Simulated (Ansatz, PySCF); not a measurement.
CH, SMILES [CH] (connectivity only; charge and spin as stated), charge +1, multiplicity 1.

Coordinates come from a B3LYP-D3(BJ)/def2-TZVPD optimisation.

Two levels are set side by side: PBE/def2-TZVPD (Ansatz, an electronic-structure program) and EOM-CCSD/aug-cc-pVDZ (PySCF). PBE by ΔSCF, the other level by its IP root; same geometry, the bases differ. Differences are taken from unrounded values.

```tsv
quantity	PBE
vertical ionisation energy (eV)	23.93
```

Problem. These are the PBE values. What does EOM-CCSD give? (The exact figures need the calculation; the answer reports its results.)

Solution. 
| quantity | EOM-CCSD | PBE minus EOM-CCSD |
|---|---|---|
| vertical ionisation energy (eV) | 23.96 | -0.04 |

Here PBE gives about what the other level gives.
